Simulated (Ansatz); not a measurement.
in.yaml

```yaml
crystal:
  periodic: [false, false, false]
  atoms:
    - {symbol: Al, position_ang: [0.084376, 0.005225, -0.005002]}
    - {symbol: O, position_ang: [-0.080498, 0.013599, -1.639309]}
    - {symbol: O, position_ang: [-0.003878, -0.018825, 1.644311]}
basis:
  gaussian: {orbitals: cc-pVDZ}
magnetization: {spin_polarized: true, initial_magnetization: 1}
hamiltonian: {xc: {name: PBE}}
output: {orbitals: {seedname: orbitals}}
```

```sh
$ ansatz run in.yaml --threads 1 --pin off --events-out ev --progress --plain --max-ram 2393MiB
```

Log:

```
523 factors; their error is unknown
mean field evaluation 1: about -10670.3689 eV, gradient 5.2e1 eV
mean field evaluation 2: about -10554.6914 eV, gradient 1.4e2 eV
mean field evaluation 4: about -10680.1432 eV, gradient 1.3e1 eV
mean field evaluation 8: about -10680.3910 eV, gradient 1.4e1 eV
mean field evaluation 16: about -10681.4435 eV, gradient 1.4e-5 eV
mean field evaluation 32: about -10681.4389 eV, gradient 1.0e-3 eV
mean field evaluation 64: about -10681.4390 eV, gradient 9.2e-2 eV
mean field evaluation 96: about -10681.4435 eV, gradient 6.4e-3 eV
mean field -10681.44350717 eV, -392.5358087460 hartree, gradient 7.0e-6 eV, S^2 0.764364; 13 other end points of the search recorded, 0 dependent functions left out
reference -10681.44354288 eV, -392.5358100583 hartree; 15, 14 occupied and 31, 32 virtual orbitals, 523 factors
Total energy: -10681.44354288 eV, -392.5358100583 hartree
```

Ran on 1 thread of Arm Neoverse V1, shared host: 10 s wall, 0.15 GiB peak host memory.
